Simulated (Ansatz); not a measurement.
The first iterations of a band of AlH₂OS (5 atoms, charge 0, multiplicity 2).

Theory: UKS B3LYP-D4/cc-pVDZ (Ansatz).

| Item | Value |
| --- | --- |
| movable images | 5 |
| climbing image | yes |
| spring | 5.0 eV/Å² |
| optimiser | quadratic models (default) |
| start path | through a guess of the saddle point |
| force threshold | 0.05 eV/Å |
| iteration limit | 60 |
| end points | relaxed |

Initial state:

```xyz
5
Properties=species:S:1:pos:R:3
O -0.999 -0.745 1.355
Al -0.571 -0.191 -0.267
S 1.422 0.730 -0.473
H -1.584 -0.368 -1.458
H 1.730 0.574 0.843
```

Final state:

```xyz
5
Properties=species:S:1:pos:R:3
O -1.164 -0.553 0.201
Al -0.139 0.155 -1.014
S 1.834 0.857 -0.221
H -2.044 -0.894 0.001
H 1.513 0.435 1.033
```

| iteration | highest image above the first end (eV) | largest band force component (eV/Å) |
| --- | --- | --- |
| 1 | 3.808 | 13.064 |
| 2 | 1.604 | 5.984 |
| 3 | 1.095 | 2.306 |

**Question.** Does the band converge within its limit, and where does its top end?

**Answer.** It converged. It ended after 11 iterations with the highest image 0.880 eV above the first end. Neighbouring images differ by up to 1.3 eV, so the band resolves the path poorly. A vibrational analysis at the climbing image gives one clearly imaginary mode, 1254i cm⁻¹: a first-order saddle point.

The run took 3.4 min on 1 thread of Arm Neoverse V1 (shared host), peak memory 0.16 GiB.
